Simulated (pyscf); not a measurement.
Optimised with ωB97X-D3(BJ)/def2-SVP in PySCF.

Question: For O=V(Cl)(Cl)–Cl + H₂ → O=VH(Cl)–Cl + HCl, a four-centre exchange (singlet surface; Cl–V, H–H broken, H–V, Cl–H formed), PBE/def2-TZVP gives ΔE‡ = 135.4 kJ/mol and ΔE = +134.2 kJ/mol (zero: the separated reactants). In which direction and how far do B3LYP-D3(BJ)/def2-TZVP, M06-2X/def2-TZVP, ωB97M-D3(BJ)/def2-TZVP move these?

Answer: B3LYP-D3(BJ): ΔE‡ = 149.5 kJ/mol, ΔE = +127.9 kJ/mol; M06-2X: ΔE‡ = 151.3 kJ/mol, ΔE = +111.0 kJ/mol; ωB97M-D3(BJ): ΔE‡ = 142.4 kJ/mol, ΔE = +103.3 kJ/mol. PBE's barrier lies under all of them, by 7.0 to 15.9 kJ/mol. Its reaction energy lies over all of them, by 6.4 to 30.9 kJ/mol. On the product side the descent ends in an adduct with a Cl–V contact, 7.8 kJ/mol under the separated species and 30.5 kJ/mol under the saddle at ωB97X-D3(BJ)/def2-TZVP. What is counted as broken (Cl–V) persists as a longer contact in the product adduct; parting that adduct is a step of its own. One saddle was located; it need not be the lowest between these sides.
